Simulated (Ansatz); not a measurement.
CsCl-type TlCl, treated with PBE0 (Ansatz, a first-principles code, plane waves, PAW).

Run with plane-wave cutoff 460 eV, 8×8×8 k mesh, Fermi–Dirac smearing 0.01 eV, scalar-relativistic PAW data made under PBE.

The cell is scaled about its equilibrium volume:

```csv
V (Å³/atom),P (GPa),direct gap at Γ (eV),smallest gap on the k mesh (eV)
27.659,1.38,11.418,3.414
28.387,0.64,11.354,3.498
28.766,0.30,11.322,3.539
29.115,0.01,11.292,3.576
29.843,-0.54,11.152,3.650
30.571,-1.01,10.947,3.718
```

The fundamental gap (3.58 eV at the equilibrium volume, on the SCF mesh) lies elsewhere than Γ–Γ.

Spin–orbit coupling is not included; with these elements it can move the gap by several tenths of an eV or more.
